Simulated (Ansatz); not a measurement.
in.yaml

```yaml
crystal:
  periodic: [false, false, false]
  atoms:
    - {symbol: Al, position_ang: [0.000000, 0.000000, 1.084067]}
    - {symbol: Ga, position_ang: [0.000000, 0.000000, -3.789933]}
    - {symbol: H, position_ang: [0.000000, 0.000000, 2.705867]}
basis:
  gaussian: {orbitals: 6-31G}
magnetization: {spin_polarized: false, initial_magnetization: 1}
correlation: {method: fci, electrons: outside_noble_gas}
```

```sh
$ ansatz run in.yaml --threads 1 --pin off --events-out ev --progress --plain --max-ram 2393MiB
```

Log:

```
708 factors; integrals over basis functions are off by at most 1.5e-7 eV
mean field evaluation 1: about -58919.1512 eV, gradient 7.7e0 eV
mean field evaluation 2: about -58919.1620 eV, gradient 7.7e0 eV
mean field evaluation 4: about -58921.3339 eV, gradient 2.7e0 eV
mean field evaluation 8: about -58921.4440 eV, gradient 2.0e-1 eV
mean field evaluation 16: about -58918.8633 eV, gradient 7.3e0 eV
mean field evaluation 32: about -58921.4268 eV, gradient 1.3e0 eV
mean field evaluation 64: about -58921.3687 eV, gradient 5.2e-1 eV
mean field evaluation 96: about -58921.2896 eV, gradient 1.8e-1 eV
mean field -58921.44450854 eV, -2165.3231472991 hartree, gradient 3.1e-7 eV, S^2 0.750000; 10 other end points of the search recorded, 0 dependent functions left out
mean field evaluation 128: about -58921.3441 eV, gradient 1.5e0 eV
mean field evaluation 160: about -58920.8057 eV, gradient 3.0e0 eV
mean field evaluation 192: about -58921.3651 eV, gradient 1.3e0 eV
mean field evaluation 224: about -58920.0999 eV, gradient 5.2e0 eV
mean field evaluation 256: about -58921.3104 eV, gradient 1.8e-1 eV
determinant -58921.44450854 eV, -2165.3231472991 hartree, with singles and doubles -58923.49245864 eV, -2165.3984080773 hartree
determinant -58921.28983187 eV, -2165.3174630366 hartree, with singles and doubles -58923.36403845 eV, -2165.3936887223 hartree
determinant -58921.44450854 eV, -2165.3231472991 hartree, with singles and doubles -58923.49378063 eV, -2165.3984566597 hartree
determinant -58921.28983187 eV, -2165.3174630366 hartree, with singles and doubles -58923.36691415 eV, -2165.3937944026 hartree
19 core orbitals not correlated: weight in the atoms' cores, before any rotation towards them, 1.000 or more for the frozen orbitals, at most 0.000 for the correlated occupied ones
reference -58921.44450854 eV, -2165.3231472991 hartree; 4, 3 occupied and 21, 22 virtual orbitals, 708 factors
state -58923.51231197 eV, -2165.3991376738 hartree
Total energy: -58923.51231197 eV, -2165.3991376738 hartree
```

Ran on 1 thread of Arm Neoverse V2, shared host: 1.9 min wall, 0.95 GiB peak host memory.
